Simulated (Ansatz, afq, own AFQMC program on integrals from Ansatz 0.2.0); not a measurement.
**Where AFQMC and coupled cluster stand for F⁺, triplet**

A free F cation.

Basis aug-cc-pVTZ. Only valence electrons are correlated. AFQMC by an in-house program on the Cholesky factors that Ansatz 0.2.0 writes for its CCSD(T) run. ph-AFQMC/CISD is guided by a CISD state made of CCSD amplitudes; releasing the constraint for a short imaginary time cuts its bias at the price of noise, slowly where states lie close. Uncertainties: one standard error, sampling alone.

Determinant: UHF, the one that the program's search chose, which needn't be the lowest solution.

Full CI is exact in this basis; its frozen core comes from its own orbitals, which moves totals by up to a few meV.

Cautions: full CI with its own frozen core.

* T1 diagnostic: 0.0043
* weight of the determinant in the CISD state: 0.975
* ⟨S²⟩ of the determinant: 2.005
* size of the correlated space: 6 electrons in 45 orbitals

Reference: full CI, correlation energy -4.423 eV. The released energy is read at 1.62 1/Eh, later times being too noisy (meV from the phaseless value at times in 1/Eh: -1.6 ± 0.7 at 0.24, -2.5 ± 0.9 at 0.51, -3.0 ± 0.5 at 0.99, -3.5 ± 1.0 at 1.62, 12 ± 15 at 2.40).

```
         level  E − E(reference) (kJ/mol)  share of correlation (%)
            HF                      426.7                      0.00
           MP2                       46.0                     89.22
          CCSD                        5.9                     98.62
       CCSD(T)                        0.1                     99.97
         CCSDT                       -0.4                    100.10
      CCSDT(Q)                       -0.5                    100.11
 ph-AFQMC/CISD                -0.2 ± 0.05                    100.04
released AFQMC                -0.5 ± 0.09                    100.12
```

CCSDT and higher add their correlation energy to the determinant of the CCSD(T) run, since their own runs factorise the integrals more tightly (a shift of under 2 meV). A walk keeps the symmetry of its determinant, which the program's search chose and which needn't be the lowest solution, so a lower state of the same spin and another symmetry isn't excluded. Released energies are given only where the last usable release times agree within the noise; a slower fall can still hide under it.
